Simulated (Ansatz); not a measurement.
# LiP: the cost of one run

Computed with Ansatz 0.2.0, driven from Python. The levels of theory stand in the script.

### 1 Starting point

Bond lengths: Li1–P2 2.450 Å.

The script reads lip.xyz:

```xyz
2

Li    0.00000    0.00000    0.00000
P     0.00000    0.00000    2.45000
```

### 2 The script

Input file basis_lip.py:

```python
# -*- coding: utf-8 -*-
"""How the energy of LiP(+) converges with the basis."""

import ansatz as az

molecule = az.Crystal.molecule_from_extxyz("lip.xyz")

model = (
    molecule.calculation()
    .functional("HF")
    .charge(1)
    .spin("collinear", total=1)  # spin-polarised run
)

energies = {}
for basis in ["STO-3G", "6-31G", "6-31G*", "def2-SVP", "def2-SVPD", "def2-TZVP", "def2-TZVPP"]:
    r = model.basis(gaussian=basis).run(threads=1).report
    size = r["n_frozen"] + r["n_occupied"][0] + r["n_virtual"][0]
    energies[basis] = (r["reference_energy_ev"] / 27.211386246, r["free_energy_ev"] / 27.211386246)
    print(f"{basis:14s} {size:4d} orbitals  reference {energies[basis][0]:14.6f} Ha  total {energies[basis][1]:14.6f} Ha")

last = energies["def2-TZVPP"][1]
for basis, (_, total) in energies.items():
    print(f"{basis:14s} lies {27.211386 * (total - last):9.4f} eV above def2-TZVPP")
```

### 3 Running it

Launch:

```bash
> python basis_lip.py
```

What time and memory should one allow on 1 thread of Arm Neoverse V1, shared host?

About 4.6 s, with a peak of 0.17 GiB.
